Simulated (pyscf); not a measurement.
This saddle point was located with ωB97X-D3(BJ)/def2-SVP in PySCF.

```xyz
9

Si     0.7429    -0.3502    -0.1496
H      1.2146    -1.6206     0.4715
H      1.3380    -0.1854    -1.5064
C     -1.8187     0.1393     0.5262
O     -1.7700     1.4712     0.5612
H      1.1315     0.8128     0.7031
H     -0.8485    -0.3892    -0.3874
H     -1.3883    -0.2898     1.4721
H     -1.2791     1.8250     1.3198
```

Surface: singlet, charge 0. Lowest wavenumbers (cm⁻¹): 548i, 96, 176, 278, 502.

Which two sides does it connect, and which bonds change?

HO–CH₂–SiH₃ ⇌ SiH₄ + :HC–OH [singlet], a 1,1-elimination read from left to right: C–Si, C–H broken and H–Si formed. At CCSD(T)/def2-TZVPP + ΔMP2(QZVPP) it lies +3.53 eV from the left side and +0.44 eV from the right (each side as separated species at their lowest minima found). HO–CH₂–SiH₃ lies 2.12 eV over its isomer H₃C–SiH₂–OH (electronic energy, ωB97M-D3(BJ)). :HC–OH [singlet] lies 2.20 eV over its isomer H₂C=O (electronic energy, ωB97M-D3(BJ)). This is the saddle that the search found; another between the same sides may lie lower. The CCSD(T) − MP2 part came from Ansatz, without density fitting, on the same reference.
